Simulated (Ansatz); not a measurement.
**Si2H4F+: functionals against CCSD(T) at one geometry**

The task here is to estimate one member of a computed series from the others.

Method: single points in def2-TZVPP; program: Ansatz 0.2.0, Gaussian basis.

Correlated methods freeze the cores.

## The starting structure

7 atoms, charge 1, spin multiplicity 1.

Atoms are counted from 1 here; the program's logs count them from 0.

Bond lengths: F1–Si2 1.574 Å, Si2–Si3 2.365 Å, Si2–H4 1.442 Å, Si2–H5 1.474 Å, Si3–H6 1.471 Å, Si3–H7 1.478 Å. Angles: F1–Si2–Si3 100.2°, F1–Si2–H4 110.0°, F1–Si2–H5 102.9°, Si3–Si2–H4 110.9°, Si3–Si2–H5 110.5°, H4–Si2–H5 120.1°, Si2–Si3–H6 125.2°, Si2–Si3–H7 124.5°, H6–Si3–H7 109.6°.

Geometry (Å):

```xyz
7

F    -1.93030   -0.31410    0.31490
Si   -0.78810   -0.06340   -0.73880
Si    1.08100    0.11010    0.70010
H    -0.66180   -1.20570   -1.60930
H    -1.13700    1.25590   -1.29490
H     1.44940    1.30700    1.47130
H     1.91970   -1.03050    1.12510
```

Set-up of the first run:

Input file run/in.yaml:

```yaml
crystal:
  periodic: [false, false, false]
  atoms:
    - {symbol: F, position_ang: [-1.930300, -0.314100, 0.314900]}
    - {symbol: Si, position_ang: [-0.788100, -0.063400, -0.738800]}
    - {symbol: Si, position_ang: [1.081000, 0.110100, 0.700100]}
    - {symbol: H, position_ang: [-0.661800, -1.205700, -1.609300]}
    - {symbol: H, position_ang: [-1.137000, 1.255900, -1.294900]}
    - {symbol: H, position_ang: [1.449400, 1.307000, 1.471300]}
    - {symbol: H, position_ang: [1.919700, -1.030500, 1.125100]}
basis:
  gaussian: {orbitals: def2-TZVPP}
total_charge: 1
correlation: {method: ccsd_t}
output: {forces: true}
```

No record of the launch command was kept for these runs.

Among the steps run: CCSD(T)/def2-TZVPP; PBE0-D4/def2-TZVPP; wB97M-V/def2-TZVPP; r2SCAN-D4/def2-TZVPP; PBE-D4/def2-TZVPP; BHLYP-D4/def2-TZVPP; B97M-V/def2-TZVPP.

One table of the session follows, with a row left open; its other results are not shown here.

```
   method  RMS force component (eV/Å)  angle to CCSD(T) forces (°)
  CCSD(T)                       0.443                    reference
  PBE0-D4                       0.414                         10.9
  wB97M-V                       0.442                          7.7
r2SCAN-D4                       0.412                         10.6
   PBE-D4                       0.483                         33.4
 BHLYP-D4                       0.469                         20.2
   B97M-V                           ?                            ?
```

Q: Estimate the row for B97M-V from the others.

**Answer.** RMS force component (eV/Å): 0.398; angle to CCSD(T) forces (°): 11.9. In the column «RMS force component (eV/Å)» it is the lowest.
